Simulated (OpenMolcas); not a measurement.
# HS− (SMILES [SH-]): levels of theory compared

We compute a comparison of 6 runs (UHF/3-21G, B2PLYP/3-21G, M06-2X/3-21G, r2SCAN/3-21G, MP2/3-21G, CISD/3-21G) of HS−. 

The calculation is run with OpenMolcas 26.06.

**1. The system as given**

HS− has 2 atoms, charge -1, and is taken as a singlet. SMILES: `[SH-]`. The S1–H2 distance was set to 2.692 Å, away from the relaxed value.

**2. A single-point energy at UHF/3-21G (run 1)**

File coord.xyz:

```xyz
2

S      1.724071    -0.563691     0.886485
H     -0.574700     0.187900    -0.295500
```

File test.input:

```
* HS Hartree-Fock

&GATEWAY
  BasLib=$CurrDir
  Coord=coord.xyz
  Basis=3-21G
  Group=NoSym

&SEWARD

&SCF
  UHF
  Charge=-1
  Thresholds=1e-10 1e-07 1e-07 1e-05
  Scramble=0.25
  PrOrbitals=1 1
```

The basis set 3-21G is read from a file made from the Basis Set Exchange's data (not shown).

Command:

```console
$ export MOLCAS_MEM=1860
$ pymolcas test.input > test.log
```

Log:

```text
--- Start Module: gateway ---
[...]
--- Stop Module: gateway /rc=_RC_ALL_IS_WELL_ ---
--- Start Module: seward ---
[...]
      Basis functions           15
--- Stop Module: seward /rc=_RC_ALL_IS_WELL_ ---
--- Start Module: scf ---
[...]
       Convergence after  28 Iterations
[...]
::    Total SCF energy                               -396.0661724548
[...]
      Total spin, S                                     0.5741944556
[...]
      Total electronic charge=   18.000000
      Total            charge=   -1.000000
[...]
      Dipole Moment (debye):
      Origin of the operator (angstrom)=    1.6538   -0.5407    0.8504
                   X=  2.3804E-02               Y= -7.7827E-03               Z=  1.2239E-02           Total=  2.7874E-02
      Center of Charge (angstrom)
[...]
--- Stop Module: scf /rc=_RC_ALL_IS_WELL_ ---
[...]
```

Run time: 2 s. Hardware: 1 thread of Arm Neoverse V1, shared host; peak memory 0.37 GiB.

**3. The energy at B2PLYP/3-21G (run 2)**

coord.xyz is that of step 2.

File test.input:

```
&GATEWAY
 BasLib
 $CurrDir
 Coord
 coord.xyz
 Basis
 3-21G
 Group
 NoSym

&SEWARD
 GridInput
 Grid=UltraFine
 End of Grid

&SCF
 Charge
 -1
 KSDFT
 B2PLYP_SCF
 Thresholds
 1e-10 1e-07 1e-07 1e-05
 PrOrbitals
 1 1

&MBPT2
 Frozen
 5
```

The basis set 3-21G is read from a file made from the Basis Set Exchange's data (not shown).

Command:

```console
$ export MOLCAS_MEM=1860
$ pymolcas test.input > test.log
```

Log:

```text
--- Start Module: gateway ---
[...]
--- Stop Module: gateway /rc=_RC_ALL_IS_WELL_ ---
[...]
      Basis functions           15
[...]
--- Start Module: scf ---
[...]
       Convergence after  15 Iterations
[...]
::    Total KS-DFT energy                            -396.5060902460
[...]
      Total spin, S                                     0.0000000000
[...]
      Total electronic charge=   18.000000
      Total            charge=   -1.000000
[...]
      Dipole Moment (debye):
      Origin of the operator (angstrom)=    1.6538   -0.5407    0.8504
                   X=  2.6764E+00               Y= -8.7507E-01               Z=  1.3762E+00           Total=  3.1342E+00
      Center of Charge (angstrom)
[...]
--- Stop Module: scf /rc=_RC_ALL_IS_WELL_ ---
[...]
--- Start Module: mbpt2 ---
[...]
 ###    WARNING: MP2 implementation intended for RHF references only         ###
 ###############################################################################
MBPT2 WARNING: Reference function according to RunFile:KS-DFT
I'll assume you know what you're doing and continue
WARNING!
Default frozen orbitals as non valence orbitals is overwritten by user input.
Default values:   5
[...]
       Reference weight ( Cref**2 )         =        0.85022
::    Total MBPT2 energy                             -396.6183299854
[...]
      Total MBPT2 calculations                           0.03      0.04
--- Stop Module: mbpt2 /rc=_RC_ALL_IS_WELL_ ---
[...]
```

Wall time 3.3 s (1 thread of Arm Neoverse V1, shared host); peak memory 0.37 GiB.

**4. The energy at M06-2X/3-21G (run 3)**

coord.xyz is that of step 3.

File test.inp:

```
&GATEWAY
BasLib=$CurrDir
Coord=coord.xyz
Basis=3-21G
Group=NoSym
&SEWARD
GridInput
Grid=UltraFine
End of Grid
&SCF
Charge=-1
KSDFT=M062X
Thresholds=1e-10 1e-07 1e-07 1e-05
PrOrbitals=1 1
```

The basis set 3-21G is read from a file made from the Basis Set Exchange's data (not shown).

Command:

```console
$ export MOLCAS_MEM=1860
$ pymolcas test.inp > test.log
```

Log:

```text
--- Start Module: gateway ---
[...]
--- Stop Module: gateway /rc=_RC_ALL_IS_WELL_ ---
--- Start Module: seward ---
[...]
      Basis functions           15
--- Stop Module: seward /rc=_RC_ALL_IS_WELL_ ---
--- Start Module: scf ---
[...]
       Convergence after  15 Iterations
[...]
::    Total KS-DFT energy                            -396.6644802865
[...]
      Total spin, S                                     0.0000000000
[...]
      Total electronic charge=   18.000000
      Total            charge=   -1.000000
[...]
      Dipole Moment (debye):
      Origin of the operator (angstrom)=    1.6538   -0.5407    0.8504
                   X=  2.2415E+00               Y= -7.3285E-01               Z=  1.1525E+00           Total=  2.6248E+00
      Center of Charge (angstrom)
[...]
--- Stop Module: scf /rc=_RC_ALL_IS_WELL_ ---
[...]
```

Wall time 3.6 s (1 thread of Arm Neoverse V1, shared host); peak memory 0.37 GiB.

Runs 4 to 5 aren't shown in full; the table further down has their settings and results.

**5. A single-point energy at CISD/3-21G (run 6)**

coord.xyz is that of step 4.

File test.input:

```
* HS CISD

&GATEWAY
 BasLib=$CurrDir
 Coord=coord.xyz
 Basis=3-21G
 Group=NoSym

&SEWARD

&SCF
 Charge=-1
 Thresholds=1e-10 1e-07 1e-07 1e-05
 PrOrbitals=1 1

&MOTRA
 Frozen=5

&GUGA
 Electrons=8
 Spin=1
 Inactive=4
 Active=0
 CIAll=1

&CPF
 SDCI
```

The basis set 3-21G is read from a file made from the Basis Set Exchange's data (not shown).

Command:

```console
$ export MOLCAS_MEM=1860
$ pymolcas test.input > test.log
```

Log:

```text
--- Start Module: gateway ---
[...]
--- Stop Module: gateway /rc=_RC_ALL_IS_WELL_ ---
[...]
      Basis functions           15
[...]
       Convergence after  14 Iterations
[...]
::    Total SCF energy                               -396.0028308615
[...]
      Total spin, S                                     0.0000000000
[...]
      *** WARNING: Default frozen orbitals is overwritten by user input.
      *** Default values:   5
[...]
--- Start Module: guga ---
[...]
--- Stop Module: guga /rc=_RC_ALL_IS_WELL_ ---
--- Start Module: cpf ---
[...]
      Active orbitals                            0       0
[...]
      Spin quantum number                      0.0
[...]
     FINAL CI ENERGY          -396.10790423
     FINAL CORRELATION ENERGY   -0.10507337  REFERENCE ENERGY    -396.00283086
[...]
     REL. CI ENERGY           -396.10790423
[...]
      Total electronic charge=   18.000000
      Total            charge=   -1.000000
[...]
      Dipole Moment (debye):
      Origin of the operator (angstrom)=    1.6538   -0.5407    0.8504
                   X=  8.7561E-01               Y= -2.8628E-01               Z=  4.5022E-01           Total=  1.0254E+00
      Quadrupole Moment (debye*angstrom):
[...]
--- Stop Module: cpf /rc=_RC_ALL_IS_WELL_ ---
[...]
```

Wall time 1.8 s (1 thread of Arm Neoverse V1, shared host); peak memory 0.37 GiB.

**6. All runs side by side**

```csv
run,level,scramble,frozen core orbitals,energy (Eh),HOMO energy (eV),LUMO energy (eV),HOMO–LUMO gap (eV),wall time
1,UHF/3-21G,0.25,–,-396.066172,-1.38,8.14,9.52,2 s
2,B2PLYP/3-21G,–,5,-396.536395,-0.92,3.92,4.84,3.3 s
3,M06-2X/3-21G,–,–,-396.664480,-0.81,3.54,4.35,3.6 s
4,r2SCAN/3-21G,–,–,-396.652489,1.40,1.79,0.39,3.9 s
5,MP2/3-21G,–,5,-396.076521,-2.38,5.91,8.30,1.6 s
6,CISD/3-21G,–,5,-396.107904,-2.38,5.91,8.30,1.8 s
```

**7. Summary of results**

```
                                                    quantity          value
                                         run 6: total energy  -396.10790 Eh
                  run 6: HOMO energy (Hartree–Fock orbitals)       -2.38 eV
                  run 6: LUMO energy (Hartree–Fock orbitals)        5.91 eV
run 6: HOMO–LUMO gap (to an unbound level, set by the basis)        8.30 eV
          run 6: correlation energy (5 core orbitals frozen)     -105.1 mEh
```

What this shows: Below the UHF energy at the same shape and in the same basis (3-21G): MP2 -10.3 mEh; CISD -41.7 mEh. Some of these start from another determinant than that one, so these aren't their correlation energies. Over runs 1, 2, 3, 4 the HOMO–LUMO gap runs from 0.39 eV (r2SCAN/3-21G) to 9.52 eV (UHF/3-21G). The empty levels of an anion lie above zero and hang on the basis. For B2PLYP the log adds the whole second-order term; the table takes 0.27 of it, as the functional is defined. Totals of different functionals can't be ranked against each other. In run 4 the HOMO lies above zero, so the outermost electron may be held by the basis alone. Spin contamination of the reference: run 1 ⟨S²⟩ = 0.90. Where it is this large, the reference is a mixture of spin states, and values that rest on it are in doubt. All runs together took 16 s, the longest 3.9 s.
